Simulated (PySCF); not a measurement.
Task: Write Cartesian coordinates for InChI=1S/C3H4FP/c1-2-3(4)5/h2,5H,1H2 as optimised with PBE0-D3(BJ)/def2-SVP.

Result: 
```
atom  x, y, z in Å
C1    -1.5822   -0.3064   -0.0084
C2    -0.2853   -0.3555   -0.3501
C3     0.7650    0.2528    0.4424
F4     0.3168    0.8707    1.5383
P5     2.4408    0.2755    0.1651
H6    -1.9061    0.2054    0.9006
H7    -2.3459   -0.7774   -0.6307
H8     0.0356   -0.8689   -1.2598
H9     2.3299   -0.4794   -1.0440
```

Any rigid rotation of these coordinates is as good. Atoms count from 1 in this order. Of the pairs four or more bonds apart, F4···H6 is among the closest relative to their van der Waals radii: 2.41 Å, 90 % of the sum of Bondi's values. P5 (phosphorus bonded to C and H) is bent (angle 93.1°). The 5 heavy atoms lie in one plane (0.002 Å rms). The C–C distances run from 1.342 Å (C1=C2, drawn double) to 1.450 Å (C2–C3, drawn single), a spread of 0.108 Å.

Bonds between heavy atoms (Å): C1=C2 1.342, C2–C3 1.450, C3–F4 1.336, C3=P5 1.699.

Level of theory: PBE0-D3(BJ)/def2-SVP geometry optimisation, gas phase in PySCF.

Point group: Cs (tolerance 0.08 Å). No PBE0-D3(BJ)/def2-SVP frequencies stand behind this structure, so it isn't proved a minimum. The numbers are those of one conformer (C1–C2–C3–F4 0°).

Hardware: one thread of an Arm Neoverse V1, no GPU, shared host with 32 logical CPUs at a one-minute load of 21. Cost: 16 s, 0.49 GiB resident at most. This is the geometry optimisation.
